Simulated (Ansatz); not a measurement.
# OSSi: the cost of one run

The runs use Ansatz 0.2.0, Gaussian basis; UKS PBE0/def2-TZVP.

## 1. Where the work starts

3 atoms, charge 0, spin multiplicity 3.

Atoms are counted from 1 here; the program's logs count them from 0.

Bond lengths: O1–S2 1.501 Å, S2–Si3 2.311 Å. Angles: O1–S2–Si3 99.6°.

Coordinates:

| atom | x (Å) | y (Å) | z (Å) |
| --- | --- | --- | --- |
| O1 | -1.4888 | -0.5012 | -0.0047 |
| S2 | -0.5433 | 0.6645 | 0.0055 |
| Si3 | 1.4684 | -0.4731 | -0.0036 |

The start was built by rule and, where that kept it together, relaxed with GFN2-xTB. Sticks and bond lists go by distance. 

## 2. Relaxation

Contents of in.yaml:

```yaml
crystal:
  periodic: [false, false, false]
  atoms:
    - {symbol: O, position_ang: [-1.488817, -0.501159, -0.004731]}
    - {symbol: S, position_ang: [-0.543286, 0.664455, 0.005508]}
    - {symbol: Si, position_ang: [1.468396, -0.473110, -0.003593]}
basis:
  gaussian: {orbitals: def2-TZVP}
magnetization: {spin_polarized: true, initial_magnetization: 2}
hamiltonian: {xc: pbe0}
relax: {f_tol: 0.004, max_steps: 80}
```

Run with:

```console
$ ansatz run in.yaml --threads 1 --pin off --events-out ev --progress --plain --max-ram 2176MiB
```

**Question.** How long does this run take on 1 thread of Intel Xeon Platinum 8375C at 2.90GHz, shared host, and how much memory does it need?

About 44 s, with a peak of 0.29 GiB.
